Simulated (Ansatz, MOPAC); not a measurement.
**C3H6F2 (2,2-difluoropropane): methods side by side**

C3H6F2, singlet, SMILES `CC(C)(F)F`. Each level relaxes the structure for itself.

Each level gives the highest harmonic wavenumber at each level's own minimum (cm⁻¹). The values are calculated.

```
                             level                 kind  program  value (cm⁻¹)
                              MNDO       semi-empirical    MOPAC          3354
                               PM6       semi-empirical    MOPAC          2793
                           PM6-ORG       semi-empirical    MOPAC          2850
                               RM1       semi-empirical    MOPAC          3095
                         HF/STO-3G         Hartree–Fock   Ansatz          3767
                          HF/3-21G         Hartree–Fock   Ansatz          3314
   HF/6-31G* (Cartesian functions)         Hartree–Fock   Ansatz          3312
                 PBE0-D4/def2-TZVP        global hybrid   Ansatz          3165
B3LYP/6-31G* (Cartesian functions)        global hybrid   Ansatz          3156
  MP2/6-31G* (Cartesian functions)  perturbation theory   Ansatz          3233
```

Harmonic and unscaled. The values span 2793 to 3767 cm⁻¹. Without the sets that lack polarisation functions the rows with a basis span only 3156 to 3312 cm⁻¹.
